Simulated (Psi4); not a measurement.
# CF2 (SMILES F[C]F): HF/STO-3G

Aim: the energy change on altering one bond length of CF2 at HF/STO-3G, from 2 runs. 

Program for the calculation: Psi4 1.11.

**1. The structure to begin with**

The species is CF2 (3 atoms), meant as a singlet with charge 0. As SMILES, `F[C]F`. The coordinates come from a PBE0-D4/def2-TZVP relaxation.

Bond lengths: F1–C2 1.296 Å, C2–F3 1.296 Å. Angles: F1–C2–F3 104.7°.

**2. A single-point energy at HF/STO-3G**

calc.py

```python
import psi4

psi4.set_memory('2200 MB')
psi4.set_num_threads(1)
psi4.set_output_file('cf2.out', False)

molecule = psi4.geometry("""
0 1
F      0.316310     0.971410     0.281600
C      0.382340    -0.318520     0.175150
F     -0.698640    -0.652890    -0.456750
symmetry c1
no_reorient
no_com
""")

options = {'basis': 'STO-3G', 'puream': True, 'e_convergence': 1e-09, 'd_convergence': 1e-08, 'scf_type': 'pk'}
psi4.set_options(options)

e_tot = psi4.energy("hf", molecule=molecule)
print('E =', round(e_tot, 9))
```

On the command line:

```
$ python calc.py
```

cf2.out, cut to the lines that bear on the results:

```text
[...]
  Running in c1 symmetry.
[...]
  Nuclear repulsion =   64.979424921358827
[...]
  Multiplicity = 1
[...]
  Nalpha       = 12
  Nbeta        = 12
[...]
    Number of basis functions: 15
[...]
   @RHF iter   1:  -233.35021138709459   -1.23154e+00   1.70995e-02 ADIIS/DIIS
[...]
   @RHF iter  10:  -233.39859440052280   -8.52651e-14   2.61066e-09 DIIS
[...]
    Orbital Energies [Eh]
    ---------------------
    Doubly Occupied:
       1A    -26.028550     2A    -26.028380     3A    -11.137186
       4A     -1.637732     5A     -1.546640     6A     -0.809384
       7A     -0.651105     8A     -0.635292     9A     -0.619478
      10A     -0.514244    11A     -0.509298    12A     -0.332246
[...]
  @RHF Final Energy:  -233.39859440052280
   => Energetics <=
    Nuclear Repulsion Energy =             64.9794249213588273
    One-Electron Energy =                -455.8569666784366063
    Two-Electron Energy =                 157.4789473565549827
    Total Energy =                       -233.3985944005227964
[...]
 Multipole Moments:
 ------------------------------------------------------------------------------------
     Multipole            Electronic (a.u.)      Nuclear  (a.u.)        Total (a.u.)
 ------------------------------------------------------------------------------------
 L = 1.  Multiply by 2.5417464519 to convert [e a0] to [Debye]
 Dipole X            :          1.9633538           -2.1673836           -0.2040298
 Dipole Y            :         -1.6357661            1.8057467            0.1699806
 Dipole Z            :          0.8994903           -0.9929566           -0.0934663
 Magnitude           :                                                    0.2815271
[...]
```

Standard output:

```text
E = -233.398594401
```

Run time: 4.5 s. Hardware: 1 thread of Intel Xeon at 2.50GHz (Skylake/Cascade Lake), shared host; peak memory 0.18 GiB.

**3. The distorted shape at the same level**

cf2.json

```json
{
 "schema_name": "qcschema_input",
 "schema_version": 1,
 "molecule": {
  "schema_name": "qcschema_molecule",
  "schema_version": 2,
  "symbols": ["F", "C", "F"],
  "geometry": [1.61911545, 2.15163272, 1.12920396, 1.74389407, -0.2859817, 0.92804261, -1.32023826, -1.23378329, -0.86313241],
  "molecular_charge": 0,
  "molecular_multiplicity": 1,
  "fix_symmetry": "c1"
 },
 "driver": "energy",
 "model": {
  "method": "scf",
  "basis": "STO-3G"
 },
 "keywords": {
  "puream": true,
  "e_convergence": 1e-09,
  "d_convergence": 1e-08,
  "scf_type": "pk",
  "scf_properties": ["MAYER_INDICES", "MULLIKEN_CHARGES", "LOWDIN_CHARGES"]
 }
}
```

On the command line:

```
$ psi4 --qcschema cf2.json -n 1 --memory 2200MB
```

stdout, cut to the lines that bear on the results:

```text
[...]
  Running in c1 symmetry.
[...]
  Nuclear repulsion =   53.258360605316582
[...]
  Multiplicity = 1
[...]
  Nalpha       = 12
  Nbeta        = 12
[...]
    Number of basis functions: 15
[...]
   @RHF iter   1:  -233.01716630567557   -1.44726e+00   2.12189e-02 ADIIS/DIIS
[...]
   @RHF iter  15:  -233.23325601537144   -1.70530e-13   1.74779e-09 DIIS
[...]
    Orbital Energies [Eh]
    ---------------------
    Doubly Occupied:
       1A    -26.114957     2A    -25.816562     3A    -11.147995
       4A     -1.646400     5A     -1.343719     6A     -0.817973
       7A     -0.647125     8A     -0.621193     9A     -0.508861
      10A     -0.398599    11A     -0.397625    12A     -0.280640
[...]
  @RHF Final Energy:  -233.23325601537144
   => Energetics <=
    Nuclear Repulsion Energy =             53.2583606053165823
    One-Electron Energy =                -433.4999362412236223
    Two-Electron Energy =                 147.0083196205356160
    Total Energy =                       -233.2332560153714383
[...]
 Multipole Moments:
 ------------------------------------------------------------------------------------
     Multipole            Electronic (a.u.)      Nuclear  (a.u.)        Total (a.u.)
 ------------------------------------------------------------------------------------
 L = 1.  Multiply by 2.5417464519 to convert [e a0] to [Debye]
 Dipole X            :          0.0424975            0.4265926            0.4690901
 Dipole Y            :          0.6833367           -0.1793409            0.5039958
 Dipole Z            :          0.0000000            0.0000000            0.0000000
 Magnitude           :                                                    0.6885182
[...]
  Mulliken Charges: (a.u.)
   Center  Symbol    Alpha    Beta     Spin     Total
       1     F     4.54132  4.54132  0.00000 -0.08263
       2     C     2.86315  2.86315  0.00000  0.27371
       3     F     4.59554  4.59554  0.00000 -0.19107
   Total alpha = 12.00000, Total beta = 12.00000, Total charge = -0.00000
  Lowdin Charges: (a.u.)
   Center  Symbol    Alpha    Beta     Spin     Total
       1     F     4.49644  4.49644  0.00000  0.00713
       2     C     2.90928  2.90928  0.00000  0.18143
       3     F     4.59428  4.59428  0.00000 -0.18856
[...]
```

The result, in JSON:

```text
{
 "driver": "energy",
 "model": {
  "method": "scf",
  "basis": "STO-3G"
 },
 "success": true,
 "return_result": -233.23325601537144,
 "properties": {
  "calcinfo_nbasis": 15,
  "calcinfo_nmo": 15,
  "calcinfo_nalpha": 12,
  "calcinfo_nbeta": 12,
  "calcinfo_natom": 3,
  "nuclear_repulsion_energy": 53.25836060531658,
  "return_energy": -233.23325601537144,
  "scf_one_electron_energy": -433.4999362412236,
  "scf_two_electron_energy": 147.00831962053562,
  "scf_dipole_moment": [0.4690900805290136, 0.5039958264800803, 2.966238588593345e-16],
  "scf_total_energy": -233.23325601537144,
  "scf_iterations": 15
 }
}
```

Run time: 5.1 s. Hardware: 1 thread of Intel Xeon at 2.50GHz (Skylake/Cascade Lake), shared host; peak memory 0.18 GiB.

**4. Results**

Level: HF/STO-3G.

| quantity | value |
| --- | --- |
| first shape: total energy | -233.39859 Eh |
| first shape: dipole moment | 0.72 D |
| first shape: HOMO energy | -9.04 eV |
| first shape: LUMO energy | 6.82 eV |
| first shape: HOMO–LUMO gap | 15.86 eV |
| distorted shape: total energy | -233.23326 Eh |
| distorted shape: dipole moment | 1.75 D |
| distorted shape: HOMO energy | -7.64 eV |
| distorted shape: LUMO energy | 5.27 eV |
| distorted shape: HOMO–LUMO gap | 12.90 eV |
| energy change with the C2–F3 bond stretched from 1.296 to 1.944 Å | 4.499 eV |

What this shows: With the C2–F3 bond stretched from 1.296 to 1.944 Å the energy rises by 4.50 eV (434 kJ/mol). The first shape isn't relaxed at this level, so the change isn't measured from a minimum. The minimal basis adds a large error of its own.
